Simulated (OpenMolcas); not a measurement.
## PH at 1.442 Å: OpenMolcas input and output

Input (each module block was a call of its own in one work directory; start orbitals came from a preliminary run):

```
&GATEWAY
Coord
2
angstrom
P 0.0 0.0 0.0
H 0.0 0.0 1.4420
Basis=ANO-RCC-VTZP
Group=XY
RX2C
AMFI
ANGMom
0.0 0.0 0.0
RICD
&SEWARD
&GUESSORB
* RASSCF and CASPT2 blocks for each multiplicity and irrep, as for the first:
&RASSCF
FileOrb=$CurrDir/o31.orb
Symmetry=1
Spin=3
nActEl=6 0 0
Inactive=3 2
RAS2=3 2
CIRoot=4 4 1
Linear
Iterations=120 100
OrbListing=Nothing
PRWF=0.15
>>COPY $Project.RasOrb $CurrDir/o31.orb
>>COPY $Project.rasscf.h5 $CurrDir/r31.h5
&CASPT2
XMultistate=all
Imaginary=0.2
IPEA=0.25
MaxIter=40
>>COPY $Project.JobMix JOB001
&RASSI
Nr of JobIphs=5 4 3 4 4 1
1 2 3 4
1 2 3
1 2 3 4
1 2 3 4
1
SpinOrbit
EJob
Omega
MEES
MESO
Properties=4
'AngMom' 3 'Mltpl  1' 1 'Mltpl  1' 2 'Mltpl  1' 3
Thrs=1.0d-4
>>COPY $Project.rassi.h5 $CurrDir/so.h5
```

```bash
pymolcas m.inp
```

C2 symmetry about the axis (a holds Σ, Δ, Γ; b holds Π, Φ, H; Σ⁺ and Σ⁻ are not told apart); roots by multiplicity and irrep: 3a 4, 1a 3, 3b 4, 1b 4, 5a 1.

RASSI part of the output, in excerpt:

```
SPIN-FREE ENERGIES:
  (Shifted by EMIN (a.u.) =       -342.2318819428)
 SF State       Relative EMIN(au)   Rel lowest level(eV)    D:o, cm**(-1)      Abs_M
     1             0.0000000000        0.0000000000              0.0000         0.0
     5             0.0414509283        1.1279372204           9097.4272         2.0
     6             0.0414521003        1.1279691108           9097.6844         2.0
     7             0.0712181015        1.9379432672          15630.5666         0.0
     8             0.1322162285        3.5977868612          29018.1080         1.0
     9             0.1322162366        3.5977870833          29018.1098         1.0
    12             0.1742616423        4.7419008556          38246.0097         1.0
    13             0.1742616475        4.7419009970          38246.0108         1.0
    10             0.2242976984        6.1034513052          49227.6547         1.0
    11             0.2242977042        6.1034514637          49227.6559         1.0
    14             0.2360157169        6.4223148314          51799.4625         1.0
    15             0.2360157210        6.4223149442          51799.4634         1.0
    16             0.2526953357        6.8761903826          55460.2157         0.0
     2             0.3128654471        8.5135025233          68666.0287         0.0
     3             0.3174166878        8.6373480930          69664.9105         2.0
     4             0.3174177868        8.6373779989          69665.1518         2.0
++ Dipole transition strengths (spin-free states):
     for osc. strength at least  1.00000000E-05
      From   To        Osc. strength     Einstein coefficients Ax, Ay, Az (sec-1)    Total A (sec-1)
         1    8       2.64417453E-02  1.47689097E+07  8.25974823E+04  0.00000000E+00  1.48515072E+07
         1    9       2.64417476E-02  8.25974998E+04  1.47689128E+07  0.00000000E+00  1.48515103E+07
         1   10       3.07056427E-03  4.93359967E+06  2.97938503E+04  0.00000000E+00  4.96339352E+06
         1   11       3.07056420E-03  2.97938719E+04  4.93359979E+06  0.00000000E+00  4.96339366E+06
         1    2       7.24939103E-04  0.00000000E+00  0.00000000E+00  2.27996203E+06  2.27996203E+06
         5   12       1.08665604E-02  1.31866359E+04  6.14523194E+06  0.00000000E+00  6.15841857E+06
         5   13       1.08665627E-02  6.14523370E+06  1.31866414E+04  0.00000000E+00  6.15842034E+06
         5   14       6.77456276E-03  8.15551965E+06  8.43557793E+04  0.00000000E+00  8.23987543E+06
         5   15       6.77456481E-03  8.43557959E+04  8.15552248E+06  0.00000000E+00  8.23987828E+06
         6   12       1.08664651E-02  6.14506959E+06  1.31862893E+04  0.00000000E+00  6.15825588E+06
         6   13       1.08664662E-02  1.31862899E+04  6.14507069E+06  0.00000000E+00  6.15825698E+06
         6   14       6.77452255E-03  8.43542638E+04  8.15537300E+06  0.00000000E+00  8.23972727E+06
         6   15       6.77452341E-03  8.15537439E+06  8.43542627E+04  0.00000000E+00  8.23972865E+06
         7   12       2.24954829E-03  7.33077217E+03  7.60115094E+05  0.00000000E+00  7.67445866E+05
         7   13       2.24954748E-03  7.60114898E+05  7.33076846E+03  0.00000000E+00  7.67445667E+05
         7   14       6.68134663E-04  5.81921936E+05  1.08904265E+03  0.00000000E+00  5.83010979E+05
         7   15       6.68134238E-04  1.08903971E+03  5.81921597E+05  0.00000000E+00  5.83010637E+05
         8   10       3.87207371E-04  0.00000000E+00  0.00000000E+00  1.05487011E+05  1.05487011E+05
         8    2       4.90516623E-03  5.11441677E+06  2.88231935E+04  0.00000000E+00  5.14323996E+06
         8    3       7.30352938E-04  6.44978300E+05  1.59895486E+05  0.00000000E+00  8.04873786E+05
         8    4       7.30357482E-04  1.59898125E+05  6.44990221E+05  0.00000000E+00  8.04888345E+05
         9   11       3.87207384E-04  0.00000000E+00  0.00000000E+00  1.05487009E+05  1.05487009E+05
         9    2       4.90516437E-03  2.88231670E+04  5.11441438E+06  0.00000000E+00  5.14323755E+06
         9    3       7.30353559E-04  1.59895394E+05  6.44979005E+05  0.00000000E+00  8.04874399E+05
         9    4       7.30357684E-04  6.44990049E+05  1.59898448E+05  0.00000000E+00  8.04888497E+05
        12   15       3.99586224E-04  0.00000000E+00  0.00000000E+00  4.89612712E+04  4.89612712E+04
        13   14       3.99586544E-04  0.00000000E+00  0.00000000E+00  4.89612956E+04  4.89612956E+04
        10    2       1.86065405E-03  4.66045726E+05  2.90555622E+03  0.00000000E+00  4.68951282E+05
        10    3       2.63749044E-03  5.86943084E+05  1.47872376E+05  0.00000000E+00  7.34815460E+05
        10    4       2.63752184E-03  1.47877537E+05  5.86964018E+05  0.00000000E+00  7.34841555E+05
        11    2       1.86065255E-03  2.90554963E+03  4.66045291E+05  0.00000000E+00  4.68950841E+05
        11    3       2.63749109E-03  1.47872312E+05  5.86943237E+05  0.00000000E+00  7.34815549E+05
        11    4       2.63752194E-03  5.86963867E+05  1.47877622E+05  0.00000000E+00  7.34841489E+05
 Electric-quadrupole - electric-quadrupole not included
 Electric-dipole - electric-octupole not included
 Electric-dipole - magnetic-quadrupole not included
   Eigenvalues of complex Hamiltonian:
  (Shifted by EMIN (a.u.) =       -342.2318819428)
 SO State       Relative EMIN(au)   Rel lowest level(eV)    D:o, cm**(-1)      Omega
     1            -0.0000164525        0.0000000000              0.0000         0.0
     2            -0.0000025538        0.0003782011              3.0504         1.0
     3            -0.0000025538        0.0003782011              3.0504         1.0
     4             0.0414469728        1.1282772813           9100.1700         2.0
     5             0.0414481447        1.1283091704           9100.4272         2.0
     6             0.0712273411        1.9386423856          15636.2053         0.0
     7             0.1317111918        3.5844918086          28910.8762         2.0
     8             0.1317111918        3.5844918074          28910.8762         2.0
     9             0.1322101646        3.5980695487          29020.3880         1.0
    10             0.1322101727        3.5980697708          29020.3898         1.0
    11             0.1327217538        3.6119905998          29132.6689         0.0
    12             0.1327277165        3.6121528546          29133.9776         0.0
    13             0.1742667006        4.7424861957          38250.7308         1.0
    14             0.1742667058        4.7424863370          38250.7319         1.0
    15             0.2238238591        6.0910051753          49127.2699         0.0
    16             0.2238285830        6.0911337199          49128.3066         0.0
    17             0.2242737312        6.1032468196          49226.0054         1.0
    18             0.2242737370        6.1032469780          49226.0067         1.0
    19             0.2247588058        6.1164463719          49332.4670         2.0
    20             0.2247588058        6.1164463724          49332.4670         2.0
    21             0.2360309105        6.4231759666          51806.4080         1.0
    22             0.2360309147        6.4231760795          51806.4089         1.0
    23             0.2526988191        6.8767328660          55464.5911         0.0
    24             0.2527006335        6.8767822371          55464.9893         1.0
    25             0.2527006335        6.8767822371          55464.9893         1.0
    26             0.2527060730        6.8769302527          55466.1831         2.0
    27             0.2527060730        6.8769302527          55466.1831         2.0
    28             0.3128654566        8.5139504780          68669.6417         0.0
    29             0.3128680371        8.5140206969          68670.2080         1.0
    30             0.3128680371        8.5140206969          68670.2080         1.0
    31             0.3174171704        8.6378089194          69668.6274         3.0
    32             0.3174171704        8.6378089194          69668.6274         3.0
    33             0.3174186799        8.6378499943          69668.9587         2.0
    34             0.3174197789        8.6378798996          69669.1999         2.0
    35             0.3174217493        8.6379335172          69669.6323         1.1
    36             0.3174217493        8.6379335171          69669.6323         1.1
 Weights of the five most important spin-orbit-free states for each spin-orbit state.
 SO State  Total energy (au)           Spin-free states, spin, and weights
    1        -0.000016       1 1.0  0.9998    7 0.0  0.0002    8 1.0  0.0000    9 1.0  0.0000   10 1.0  0.0000
    2        -0.000003       1 1.0  1.0000    8 1.0  0.0000   13 0.0  0.0000   10 1.0  0.0000   14 0.0  0.0000
    3        -0.000003       1 1.0  1.0000    9 1.0  0.0000   12 0.0  0.0000   11 1.0  0.0000   15 0.0  0.0000
    4         0.041447       5 0.0  1.0000    9 1.0  0.0000    8 1.0  0.0000   10 1.0  0.0000   11 1.0  0.0000
    5         0.041448       6 0.0  1.0000    8 1.0  0.0000    9 1.0  0.0000   10 1.0  0.0000   11 1.0  0.0000
    6         0.071227       7 0.0  0.9997    1 1.0  0.0002    8 1.0  0.0000    9 1.0  0.0000   11 1.0  0.0000
    7         0.131711       8 1.0  0.5000    9 1.0  0.5000    6 0.0  0.0000   16 2.0  0.0000    4 1.0  0.0000
    8         0.131711       8 1.0  0.5000    9 1.0  0.5000    5 0.0  0.0000   16 2.0  0.0000    3 1.0  0.0000
    9         0.132210       8 1.0  0.9998   13 0.0  0.0001    1 1.0  0.0000   16 2.0  0.0000    3 1.0  0.0000
   10         0.132210       9 1.0  0.9998   12 0.0  0.0001    1 1.0  0.0000   16 2.0  0.0000    3 1.0  0.0000
   11         0.132722       9 1.0  0.5000    8 1.0  0.5000   16 2.0  0.0000   10 1.0  0.0000   11 1.0  0.0000
   12         0.132728       9 1.0  0.5000    8 1.0  0.5000    7 0.0  0.0001    1 1.0  0.0000   10 1.0  0.0000
   13         0.174267      12 0.0  0.9998    9 1.0  0.0001    2 1.0  0.0000    1 1.0  0.0000    3 1.0  0.0000
   14         0.174267      13 0.0  0.9998    8 1.0  0.0001    2 1.0  0.0000    1 1.0  0.0000    3 1.0  0.0000
   15         0.223824      10 1.0  0.5000   11 1.0  0.4999   16 2.0  0.0001    9 1.0  0.0000    8 1.0  0.0000
   16         0.223829      10 1.0  0.5000   11 1.0  0.5000    7 0.0  0.0000    1 1.0  0.0000    9 1.0  0.0000
   17         0.224274      10 1.0  0.9983   14 0.0  0.0016   16 2.0  0.0002    3 1.0  0.0000    4 1.0  0.0000
   18         0.224274      11 1.0  0.9983   15 0.0  0.0016   16 2.0  0.0002    3 1.0  0.0000    4 1.0  0.0000
   19         0.224759      11 1.0  0.4998   10 1.0  0.4998   16 2.0  0.0003    3 1.0  0.0000    5 0.0  0.0000
   20         0.224759      11 1.0  0.4998   10 1.0  0.4998   16 2.0  0.0003    4 1.0  0.0000    6 0.0  0.0000
   21         0.236031      14 0.0  0.9984   10 1.0  0.0016    2 1.0  0.0000    3 1.0  0.0000    4 1.0  0.0000
   22         0.236031      15 0.0  0.9984   11 1.0  0.0016    2 1.0  0.0000    3 1.0  0.0000    4 1.0  0.0000
   23         0.252699      16 2.0  0.9999   11 1.0  0.0001   10 1.0  0.0001    9 1.0  0.0000    8 1.0  0.0000
   24         0.252701      16 2.0  0.9998   11 1.0  0.0001   10 1.0  0.0001    9 1.0  0.0000    8 1.0  0.0000
   25         0.252701      16 2.0  0.9998   11 1.0  0.0001   10 1.0  0.0001    9 1.0  0.0000    8 1.0  0.0000
   26         0.252706      16 2.0  0.9997   11 1.0  0.0002   10 1.0  0.0002    9 1.0  0.0000    8 1.0  0.0000
   27         0.252706      16 2.0  0.9997   11 1.0  0.0002   10 1.0  0.0002    9 1.0  0.0000    8 1.0  0.0000
   28         0.312865       2 1.0  1.0000    9 1.0  0.0000    8 1.0  0.0000   10 1.0  0.0000   11 1.0  0.0000
   29         0.312868       2 1.0  1.0000   14 0.0  0.0000   13 0.0  0.0000   15 0.0  0.0000    3 1.0  0.0000
   30         0.312868       2 1.0  1.0000   15 0.0  0.0000   12 0.0  0.0000   14 0.0  0.0000    3 1.0  0.0000
   31         0.317417       3 1.0  0.6200    4 1.0  0.3800   15 0.0  0.0000   14 0.0  0.0000   11 1.0  0.0000
   32         0.317417       3 1.0  0.6200    4 1.0  0.3800   15 0.0  0.0000   14 0.0  0.0000   11 1.0  0.0000
   33         0.317419       3 1.0  1.0000   11 1.0  0.0000   10 1.0  0.0000    9 1.0  0.0000    8 1.0  0.0000
   34         0.317420       4 1.0  1.0000   11 1.0  0.0000   10 1.0  0.0000    9 1.0  0.0000    8 1.0  0.0000
   35         0.317422       4 1.0  0.6200    3 1.0  0.3800   15 0.0  0.0000   11 1.0  0.0000   12 0.0  0.0000
   36         0.317422       4 1.0  0.6200    3 1.0  0.3800   14 0.0  0.0000   10 1.0  0.0000   13 0.0  0.0000
++ Dipole transition strengths (SO states):
        for osc. strength at least   1.00000000E-05
      From   To        Osc. strength     Einstein coefficients Ax, Ay, Az (sec-1)    Total A (sec-1)
         1    9       2.64375484E-02  1.47688792E+07  8.26042796E+04  0.00000000E+00  1.48514835E+07
         1   10       2.64375506E-02  8.26042971E+04  1.47688823E+07  0.00000000E+00  1.48514866E+07
         1   17       3.06492887E-03  4.92425807E+06  2.96941811E+04  0.00000000E+00  4.95395225E+06
         1   18       3.06492880E-03  2.96942026E+04  4.92425819E+06  0.00000000E+00  4.95395240E+06
         1   28       7.24817537E-04  0.00000000E+00  0.00000000E+00  2.27981959E+06  2.27981959E+06
         2    7       1.31679877E-02  8.75207665E+03  7.33118770E+06  0.00000000E+00  7.33993978E+06
         2    8       1.31681989E-02  7.33130493E+06  8.75254272E+03  0.00000000E+00  7.34005747E+06
         2   11       1.32737269E-02  4.18434529E+04  7.47100622E+06  0.00000000E+00  7.51284967E+06
         2   12       1.32737434E-02  7.47168677E+06  4.18472695E+04  0.00000000E+00  7.51353404E+06
         2   15       1.52790161E-03  1.34289382E+04  2.44596978E+06  0.00000000E+00  2.45939872E+06
         2   16       1.52838082E-03  2.44684013E+06  1.34337933E+04  0.00000000E+00  2.46027393E+06
         2   19       1.54050128E-03  2.18181733E+06  3.18621583E+05  0.00000000E+00  2.50043891E+06
...
```

Only roots inside an energy window near the equilibrium distance were included, so the list of states is not complete; labels number the states computed. Each spin and symmetry block has orbitals of its own, averaged over its own roots, so gaps between blocks are less sure than gaps within one and near the minimum can be off by tenths of an eV, in bad cases by more. No Rydberg orbitals are active, so Rydberg states, and σ→σ* states whose orbital the CASSCF left unused, can be missing between those listed. No roots were computed in block 5b (none fell in the window or the block failed), so states of that kind are missing and can lie low or lowest.
